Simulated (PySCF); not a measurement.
## H: electron affinity

H⁻ 1s2 (1S) → H 1s1 (2S), as a difference of total energies. All numbers are calculated (PySCF 2.14, no relativity, point nucleus, in def2-QZVPPD (4s4p2d1f, 33 functions)). Correlated levels: valence: nothing frozen. The calculations carry no spin-orbit coupling.

```csv
method,electron affinity (eV)
UHF,-0.610
LDA,0.491
PBE,0.286
PBE0,0.268
r2SCAN,0.355
TPSSh,0.448
wB97M-V,0.436
r2SCAN0,0.332
M06-L,0.343
MP2 (valence),0.124
SCS-MP2 (valence),0.271
```

Errors of the correlated levels include the incompleteness of this basis.

A negative affinity means that the anion lies above the atom at that level of theory.

In the anion the highest occupied orbital energy is positive at LDA, PBE, PBE0, r2SCAN, TPSSh, r2SCAN0, M06-L, a self-interaction effect; the basis confines that electron, and the energy difference can still be sensible.

**Question.** Which method comes closest to the reference value, and which is furthest?

**Answer.** The reference is 0.754 eV (measured; photodetachment measurements, as compiled on the Wikipedia data page of electron affinities). Closest: LDA (error -0.263 eV); furthest: UHF (error -1.364 eV).
